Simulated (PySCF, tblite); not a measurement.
Compound: CH3PSi.
SMILES: `[SiH3]C#P`

Computed with CAM-B3LYP/def2-SVPD in PySCF (dipole) on a GFN2-xTB geometry, gas phase.

Take the most abundant isotopes and a rigid rotor. 

Q: What are A, B and C (GHz)?

A: Ia = 5.87, Ib = 188.46, Ic = 188.46 u·Å²; 505379 MHz·u·Å²/I gives 86072, 2682 and 2682 MHz, that is A = 86.072, B = 2.6817, C = 2.6816 GHz.

Q: What kind of rotor is it?

A: A prolate symmetric top, as the point group C3v requires two equal moments. Ray's parameter κ = (2B − A − C)/(A − C) = -1.000; −1 is the prolate and +1 the oblate limit.

Q: Where do the R-branch lines fall?

A: The dipole of 0.27 D lies along the symmetry axis, so ΔK = 0 and J+1 ← J falls at 2B(J+1) for every K: 5.36 GHz, 10.73 GHz, 16.09 GHz, 21.45 GHz, 26.82 GHz for J = 0 to 4.

Q: Estimate the classical rotational partition function at 25 K, 200 K and 298.15 K.

A: Point group C3v, symmetry number σ = 3; q = (√π/σ)·√((kT/h)³/(ABC)), k/h = 20836.6 MHz/K: 282 at 25 K, 6390 at 200 K, 11600 at 298.15 K.

Its GFN2-xTB frequencies are all real (lowest 172 cm⁻¹). No vibrational averaging or centrifugal distortion is included, and the geometry carries the error of its method.
